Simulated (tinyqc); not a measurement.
Worked calculation: harmonic frequencies on the UHF/sto-3g surface (energies and gradients from PySCF), for CH, spin multiplicity 4. Computed by tinyqc, a small Python program that keeps every step (integrals from PySCF). Settings: charge = 0, multiplicity = 4, basis = sto-3g, delta = 0.01. Command: `OMP_NUM_THREADS=1 python tinyqc.py 25340 25341 out.jsonl` (the two numbers bound the seeds that draw the settings). One thread of a shared host (Intel(R) Xeon(R) Processor @ 2.60GHz), about 1 s of CPU time with the checks.

## One row of the Hessian: 1Cz

optimised positions (bohr):
```
         x       y        z
1C  0.0000  0.0000  -0.1162
2H  0.0000  0.0000   1.9190
```

gradient at +delta (hartree/bohr):
```
           x         y          z
1C  0.000000  0.000000   0.004917
2H  0.000000  0.000000  -0.004917
```

gradient at -delta (hartree/bohr):
```
           x         y          z
1C  0.000000  0.000000  -0.004815
2H  0.000000  0.000000   0.004815
```

Displace 1Cz by +/-0.01 bohr; H(k, :) = (g(+) - g(-)) / (2 delta).

row of the Hessian (hartree/bohr^2): 1Cx 0.000000, 1Cy 0.000000, 1Cz 0.486556, 2Hx 0.000000, 2Hy 0.000000, 2Hz -0.486556

## Hessian by finite differences

All rows are made in the same way, and the matrix is symmetrised.

Hessian (symmetrised) (hartree/bohr^2):
```
           1Cx        1Cy        1Cz        2Hx        2Hy        2Hz
1Cx   0.000013   0.000000   0.000000  -0.000013   0.000000   0.000000
1Cy   0.000000   0.000013   0.000000   0.000000  -0.000013   0.000000
1Cz   0.000000   0.000000   0.486556   0.000000   0.000000  -0.486556
2Hx  -0.000013   0.000000   0.000000   0.000013   0.000000   0.000000
2Hy   0.000000  -0.000013   0.000000   0.000000   0.000013   0.000000
2Hz   0.000000   0.000000  -0.486556   0.000000   0.000000   0.486556
```

## Normal modes

masses (u): 1C 12.0000, 2H 1.0078

Diagonalise H_ij / sqrt(m_i m_j); the 5 smallest eigenvalues belong to translations and rotations; wavenumber = sqrt(eigenvalue / 1822.888) x 219474.63; each mode has its largest component positive (the first on a tie); zero-point energy = sum of wavenumbers / 2, with 349.755 1/cm per kcal/mol.

eigenvalues of the mass-weighted Hessian (hartree/(bohr^2 u)): 0.0000  0.0000  0.0000  0.0000  0.0000  0.5233

harmonic wavenumbers of the vibrations (1/cm): 3718.7

mass-weighted modes:
```
      mode 1
1Cx   0.0000
1Cy   0.0000
1Cz  -0.2783
2Hx   0.0000
2Hy   0.0000
2Hz   0.9605
```

zero-point energy = 5.3161 kcal/mol
